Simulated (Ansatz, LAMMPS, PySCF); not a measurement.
## How well does each level of theory give the bulk modulus of rock-salt MgO?

Reference value: 170 GPa (measured, 0 K value with the zero-point phonon effect removed; as tabulated in Mejia-Rodriguez and Trickey (2018), arXiv:1807.09216).

| level (code) | value (GPa) | cell (Å³/atom) | error (%) |
|---|---|---|---|
| ionic model catlow1992 (shell model, LAMMPS) | 211 | 9.54 | +24 |
| LDA (Ansatz) | 172 | 9.00 | +1.2 |
| PBE (Ansatz) | 149 | 9.62 | -12.4 |
| PBE-D3(BJ) (Ansatz) | 159 | 9.31 | -6.5 |
| r²SCAN (Ansatz) | 167 | 9.29 | -1.8 |
| MP2 (PySCF) | 151 ± 5 | 9.60 | -11.2 |
| CCSD (PySCF) | 160 ± 5 | 9.45 | -5.9 |

Once the reference is moved by up to 1.9 % (a margin picked here for doubts on the reference and the settings) and values within 1.7 % count as equal, the nearest can be LDA (+1.2 %) or r²SCAN (-1.8 %). Among them ionic model catlow1992 (+24 %) misses by most. Within 15 %: LDA, PBE, PBE-D3(BJ), r²SCAN, MP2, CCSD.

A ± on a computed value is a rough bar: the spread of its extrapolation, a floor set from checks against published values, or a statistical error. Each level is taken at its own relaxed cell. Cutoffs differ between the levels. Ansatz's density-functional and Hartree–Fock values are scalar-relativistic unless marked +SOC, with PAW data made under PBE.

Empirical potentials (ionic model catlow1992) are fitted to chosen data: where that held the value shown, agreement is built in, and what lay outside the fit can be far off.

Differences are worked out from the printed values.

Ansatz is a quantum-chemistry and plane-wave program.
